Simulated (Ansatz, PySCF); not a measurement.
Species: BF$_{3}$, net charge 0, singlet state. SMILES: FB(F)F
Structure (B3LYP-D3(BJ)/def2-TZVP (Ansatz, a program for electronic structure) minimum search):
```xyz
4

B      0.0000     0.0000     0.0000
F      0.0168     1.3152     0.0316
F      1.1308    -0.6724    -0.0050
F     -1.1476    -0.6428    -0.0266
```
Charge 0, spin multiplicity 1.

Wanted: enthalpy of formation at 298 K, in kcal/mol. Conventions: spin-orbit terms left out; six Cartesian d functions in 6-31G* and its kin unless marked 5d; open shells spin-unrestricted; non-relativistic; dispersion terms only where a functional's name holds one. Ab initio and DFT rows: single points at B3LYP-D3(BJ) geometries (Ansatz), with unscaled harmonic terms from B3LYP/6-31G* at its own minima, enthalpies of formation by atomisation with measured atoms.

| species | coefficient | E at B3LYP/6-31G* (Ansatz), Eh | E at M06-2X/def2-TZVPD (PySCF), Eh | H(298 K) - E, kcal/mol |
|---|---|---|---|---|
| FB(F)F | +1 | -324.55321 | -324.60833 | 10.70 |
| B atom | -1 | -24.65435 | -24.64988 | - |
| F atom | -3 | -99.71553 | -99.73422 | - |

The atoms take no thermal term, since their enthalpies of formation at 0 K are used: the result is the sum of coefficient times E, plus the molecule's thermal term, plus number times (enthalpy of formation minus H(298) - H(0)) over the atoms. Measured values of the atoms (G2/97 table in ASE), kcal/mol:

| atom | number | enthalpy of formation of the gas at 0 K | H(298) - H(0) of the element's standard state |
|---|---|---|---|
| B | 1 | 136.20 | 0.29 |
| F | 3 | 18.47 | 1.05 |

Measured values: G2/97 table in ASE (Curtiss et al.); they hold spin-orbit and core effects, anharmonicity.  Value to compare with, the measured value: -271.4 kcal/mol. 1 Eh = 627.5095 kcal/mol.

### Question
Compute it at each level from the table, and compare with the measured value.

### Answer

- B3LYP/6-31G*: the sum of coefficient times E is -0.75227 Eh, or -472.06 kcal/mol; the thermal terms add 10.70; the atoms' measured terms add 188.17. Result: -273.2 kcal/mol. Its error against the measured value is -1.8 kcal/mol.
- M06-2X/def2-TZVPD: the sum of coefficient times E is -0.75579 Eh, or -474.27 kcal/mol; the thermal terms add 10.70; the atoms' measured terms add 188.17. Result: -275.4 kcal/mol. Its error against the measured value is -4.0 kcal/mol.
